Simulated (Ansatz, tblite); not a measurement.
# The cluster Sn2O: removing and adding an electron

An exercise on one series of results from a longer session: the logs are not shown, and one member is left open.

The runs use Ansatz 0.2.0, Gaussian basis; as each input shows.

The runs, in order: charge +1 doublet, at the geometry of the singlet (PBE0-D4/def2-TZVP, PBE-D4/def2-TZVP, r2SCAN-D4/def2-TZVP, HSE06-D4/def2-TZVP, r2SCAN0-D4/def2-TZVP, PBE-QIDH/def2-TZVP, B97M-V/def2-TZVP, revPBE-D4/def2-TZVP, CCSD(T)/def2-TZVPP); charge -1 doublet, at the geometry of the singlet (PBE0-D4/def2-TZVPD, PBE-D4/def2-TZVPD, r2SCAN-D4/def2-TZVPD); the starting singlet's energies come from earlier runs.

5 further runs of the same task are left out: 1 for a known fault of the program, 1 that didn't finish, 3 set aside as unsound or not needed.

**The geometry**

The geometry is that of the singlet, from an earlier relaxation (PBE-D4/def2-TZVP). At that level it is the lowest of the isomers that a small search found.

3 atoms, charge 0, spin multiplicity 1.

Atoms are counted from 1 here; the program's logs count them from 0.

Bond lengths: Sn1–O3 2.052 Å, Sn2–O3 2.053 Å. Angles: Sn1–O3–Sn2 88.8°.

Sn takes a core potential in the def2 sets. No spin-orbit coupling is included.

The first run:

Input file in.yaml:

```yaml
crystal:
  periodic: [false, false, false]
  atoms:
    - {symbol: Sn, position_ang: [-0.989266, 0.282866, 1.114269]}
    - {symbol: Sn, position_ang: [1.298867, -0.724435, -0.298831]}
    - {symbol: O, position_ang: [-0.309611, 0.441569, -0.815439]}
basis:
  gaussian: {orbitals: def2-SVP}
total_charge: 1
magnetization: {spin_polarized: true, initial_magnetization: 1}
hamiltonian: {xc: pbe0, dispersion: d4}
output: {orbitals: {seedname: orbitals}}
```

Command:

```sh
$ ansatz run in.yaml --threads 2 --pin off --events-out ev --progress --plain --max-ram 4352MiB
```

Steps of the session up to this table: Charge +1 doublet at the fixed geometry, first pass, PBE0-D4/def2-SVP; Charge +1 doublet at the fixed geometry, PBE0-D4/def2-TZVP; Charge +1 doublet at the fixed geometry, PBE-D4/def2-TZVP; Charge +1 doublet at the fixed geometry, r2SCAN-D4/def2-TZVP; Charge +1 doublet at the fixed geometry, HSE06-D4/def2-TZVP; Charge +1 doublet at the fixed geometry, r2SCAN0-D4/def2-TZVP; Charge +1 doublet at the fixed geometry, PBE-QIDH/def2-TZVP; Charge +1 doublet at the fixed geometry, B97M-V/def2-TZVP; Charge +1 doublet at the fixed geometry, revPBE-D4/def2-TZVP; Charge +1 doublet at the fixed geometry, CCSD(T)/def2-TZVPP.

One of the session's tables, all rows but one given; the rest of the session is left out.

It belongs to the step «Vertical ionisation energy». Beside −ε(HOMO) of the starting state:

```
               level  −ε(HOMO) (eV)  by difference (eV)  mismatch (eV)
    PBE-D4/def2-TZVP           4.04                6.64          -2.60
 revPBE-D4/def2-TZVP           3.98                6.56          -2.58
 r2SCAN-D4/def2-TZVP           4.22                6.64          -2.42
    B97M-V/def2-TZVP           4.08                6.57          -2.49
   PBE0-D4/def2-TZVP           4.81                6.65          -1.84
r2SCAN0-D4/def2-TZVP              ?                   ?              ?
  HSE06-D4/def2-TZVP           4.44                6.65          -2.20
```

Q: Estimate the row for r2SCAN0-D4/def2-TZVP from the others.

**Answer.** −ε(HOMO) (eV): 4.93; by difference (eV): 6.64; mismatch (eV): -1.71. In the column «−ε(HOMO) (eV)» it is the highest.

Limits of these values: The anion's highest level is positive in at least one run, so there the basis alone may hold the extra electron.
